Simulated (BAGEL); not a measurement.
**N2 (nitrogen): levels of theory compared**

We compute a comparison of 3 runs (HF/3-21G, HF/def2-TZVPPD, CASPT2(10,8)/def2-TZVPPD) of N2 (nitrogen). 

The calculation is run with BAGEL 1.2.2.

7 further runs of the same task are left out: 7 set aside as unsound or not needed.

**1. The structure to begin with**

N2: 2 atoms, total charge 0, spin state singlet. SMILES: `N#N`. The N1–N2 distance was set to 1.961 Å, away from the relaxed value.

Bond lengths: N1–N2 1.961 Å.

**2. A single-point energy at HF/3-21G (density fitting with qzvpp-jkfit) (run 1)**

Contents of job.json:

```json
{ "bagel" : [

{
  "title" : "molecule",
  "basis" : "3-21g",
  "df_basis" : "qzvpp-jkfit",
  "angstrom" : true,
  "geometry" : [
    { "atom" : "N", "xyz" : [       1.210296,      -0.390779,       0.623478 ] },
    { "atom" : "N", "xyz" : [      -0.465500,       0.150300,      -0.239800 ] }
  ]
},

{ "title" : "hf" },

{ "title" : "print", "file" : "orbitals.molden", "orbitals" : true }

]}
```

Launch:

```bash
$ BAGEL_NUM_THREADS=1 BAGEL job.json > job.out
```

The log of the run:

```text
* using 1 threads per process

  ===============================================================
  ===============================================================

  *** Geometry ***

  { "atom" : "N", "xyz" : [      2.287128,     -0.738465,      1.178203 ] },
  { "atom" : "N", "xyz" : [     -0.879668,      0.284026,     -0.453156 ] },

  Number of auxiliary basis functions:      154

  Since a DF basis is specified, we compute 2- and 3-index integrals:
    o Being stored without compression. Storage requirement is 0.000 GB

  Number of basis functions:       18
  Number of electrons      :       14

    * METHOD: MOLECULE                             0.01

  *** RHF ***

  === Nuclear Repulsion ===
    13.2213318193

      * DIIS with orbital gradients will be used.

  === RHF iteration (3-21g) ===
      0       -107.76574886          0.00656308           0.00
      1       -107.76806876          0.00176840           0.00
      2       -107.76825411          0.00039437           0.00
      3       -107.76826230          0.00002529           0.00
      4       -107.76826234          0.00000105           0.00
      5       -107.76826234          0.00000009           0.00
      6       -107.76826234          0.00000001           0.00
    * SCF iteration converged.

    * Permanent dipole moment:
           (    0.000000,    -0.000000,     0.000000) a.u.

    * METHOD: HF                                   0.01

    * METHOD: PRINT                                0.00

  ===============================================================
```

Run time: 0.2 s. Hardware: 1 thread of AMD EPYC 9R45 (Zen 5), shared host.

**3. The energy at HF/def2-TZVPPD (density fitting with qzvpp-jkfit) (run 2)**

Contents of calc.json:

```json
{ "bagel" : [

{
  "title" : "molecule",
  "basis" : "def2-tzvppd.json",
  "df_basis" : "qzvpp-jkfit",
  "angstrom" : true,
  "geometry" : [
    { "atom" : "N", "xyz" : [    1.210296,   -0.390779,    0.623478 ] },
    { "atom" : "N", "xyz" : [   -0.465500,    0.150300,   -0.239800 ] }
  ]
},
{ "title" : "hf" },
{ "title" : "print", "file" : "orbitals.molden", "orbitals" : true }

]}
```

The basis set def2-TZVPPD is read from a file made from the Basis Set Exchange's data (not shown).

Launch:

```bash
$ BAGEL_NUM_THREADS=1 BAGEL calc.json > calc.out
```

The log of the run:

```text
* using 1 threads per process

  ===============================================================
  ===============================================================

  *** Geometry ***

  { "atom" : "N", "xyz" : [      2.287128,     -0.738465,      1.178203 ] },
  { "atom" : "N", "xyz" : [     -0.879668,      0.284026,     -0.453156 ] },

  Number of auxiliary basis functions:      154

  Since a DF basis is specified, we compute 2- and 3-index integrals:
    o Being stored without compression. Storage requirement is 0.007 GB

  Number of basis functions:       74
  Number of electrons      :       14

    * METHOD: MOLECULE                             0.02

  *** RHF ***

  === Nuclear Repulsion ===
    13.2213318193

      * DIIS with orbital gradients will be used.

  === RHF iteration (def2-tzvppd.json) ===
      0       -108.37215399          0.00564619           0.00
      1       -108.38303641          0.00175766           0.00
      2       -108.38427658          0.00066790           0.00
      3       -108.38449222          0.00004968           0.00
      4       -108.38449310          0.00000786           0.00
      5       -108.38449314          0.00000167           0.00
      6       -108.38449314          0.00000041           0.00
      7       -108.38449314          0.00000005           0.00
      8       -108.38449314          0.00000010           0.00
      9       -108.38449314          0.00000002           0.00
     10       -108.38449314          0.00000000           0.00
    * SCF iteration converged.

    * Permanent dipole moment:
           (    0.000000,    -0.000000,     0.000000) a.u.

    * METHOD: HF                                   0.04

    * METHOD: PRINT                                0.01

  ===============================================================
```

Run time: 0.24 s. Hardware: 1 thread of AMD EPYC 9R45 (Zen 5), shared host.

**4. A single-point energy at CASPT2(10,8)/def2-TZVPPD (density fitting with qzvpp-jkfit) (run 3)**

Contents of job.json:

```json
{ "bagel" : [

{
  "title" : "molecule",
  "basis" : "def2-tzvppd.json",
  "df_basis" : "qzvpp-jkfit",
  "angstrom" : true,
  "geometry" : [
    { "atom" : "N", "xyz" : [       1.210296,      -0.390779,       0.623478 ] },
    { "atom" : "N", "xyz" : [      -0.465500,       0.150300,      -0.239800 ] }
  ]
},

{
  "title" : "hf"
},

{
  "title" : "casscf",
  "nstate" : 1,
  "nact" : 8,
  "nclosed" : 2,
  "maxiter" : 200,
  "natocc" : true
},

{
  "title" : "print",
  "file" : "orbitals.molden",
  "orbitals" : true
},

{
  "title" : "smith",
  "method" : "caspt2",
  "ms" : true,
  "xms" : true,
  "sssr" : true,
  "shift" : 0.0,
  "ncore" : 2
}

]}
```

The basis set def2-TZVPPD is read from a file made from the Basis Set Exchange's data (not shown).

Launch:

```bash
$ BAGEL_NUM_THREADS=1 BAGEL job.json > job.out
```

The log of the run:

```text
* using 1 threads per process

  ===============================================================
  ===============================================================

  *** Geometry ***

  { "atom" : "N", "xyz" : [      2.287128,     -0.738465,      1.178203 ] },
  { "atom" : "N", "xyz" : [     -0.879668,      0.284026,     -0.453156 ] },

  Number of auxiliary basis functions:      154

  Since a DF basis is specified, we compute 2- and 3-index integrals:
    o Being stored without compression. Storage requirement is 0.007 GB

[... 18 lines left out ...]
    * SCF iteration converged.
[... 1 line left out ...]
    * Permanent dipole moment:
[... 22 lines left out ...]
    * Second-order optimization converged. *
[... 39 lines left out ...]
     * ci vector, state   0, <S^2> = -0.0000
[... 46 lines left out ...]
    * Zeroth order energy : state  0       -5.4382981365

    * CASPT2 iteration is performed using redundant basis

      ---- iteration ----

        0    -0.23646145     0.00536735      0.14
        1    -0.23736305     0.00062222      0.09
        2    -0.23739554     0.00014451      0.09
        3    -0.23739673     0.00001997      0.09
        4    -0.23739677     0.00000417      0.09
        5    -0.23739677     0.00000095      0.09

      -------------------

    * CASPT2 energy : state  0     -109.0585735835
        reference weight              0.9205318202

    * METHOD: SMITH                                1.19

  ===============================================================
```

Run time: 1.9 s. Hardware: 1 thread of AMD EPYC 9R45 (Zen 5), shared host; peak memory 0.21 GiB.

**5. Overview of the runs**

| run | level | iteration cap | active rule | energy (Eh) | dipole moment (D) | HOMO energy (eV) | LUMO energy (eV) | wall time |
| --- | --- | --- | --- | --- | --- | --- | --- | --- |
| 1 | HF/3-21G (density fitting with qzvpp-jkfit) | – | – | -107.768262 | 0.00 | -10.52 | -1.64 | 0.2 s |
| 2 | HF/def2-TZVPPD (density fitting with qzvpp-jkfit) | – | – | -108.384493 | 0.00 | -11.38 | -2.52 | 0.24 s |
| 3 | CASPT2(10,8)/def2-TZVPPD (density fitting with qzvpp-jkfit) | 200 | valence | -109.058574 | – | – | – | 1.9 s |

**6. Summary of results**

```
           quantity          value
run 3: total energy  -109.05857 Eh
```

All runs together took 2.3 s, the longest 1.9 s.
